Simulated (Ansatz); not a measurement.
A made-up structure of LiAlH$_{2}$, singlet:

```xyz
4
angstrom
Li -1.9073 -0.5466 0.1376
Al 0.1427 0.0407 -0.0102
H 1.2368 -0.7494 0.8671
H 0.5278 1.2552 -0.9945
```

It is relaxed with PBE-D4/def2-SVP and then PBE0-D4/def2-TZVP (Ansatz 0.2.0). Atoms count as bonded within 1.22 times the sum of their covalent radii (H–H: 0.88 Å). The end point is not checked to be a true minimum.

**Question.** Does its bonding change? (Judge from chemistry; the calculation decides.)

**Answer.** The calculation gives: No: no bond forms or breaks.

Where it ends: The first stage lowers the energy by 0.80 eV in 5 steps. It ends as LiAlH₂ ([Li][AlH2]):
Li1  (-2.355, -0.675, 0.170)
Al2  (0.176, 0.050, -0.013)
H3  (1.417, -0.616, 0.783)
H4  (0.761, 1.240, -0.940)
(Å)

Labels in which every atom is bracketed show which atoms are joined, not bond orders.

For scale, one of the runs: PBE0-D4/def2-TZVP relaxation, 63 basis functions, launched by `ansatz run in.yaml --threads 2 --pin off --events-out ev --progress --plain --max-ram 4352MiB`. The run took about 2.3 s on 2 CPU threads of an Arm Neoverse V1 (shared host).
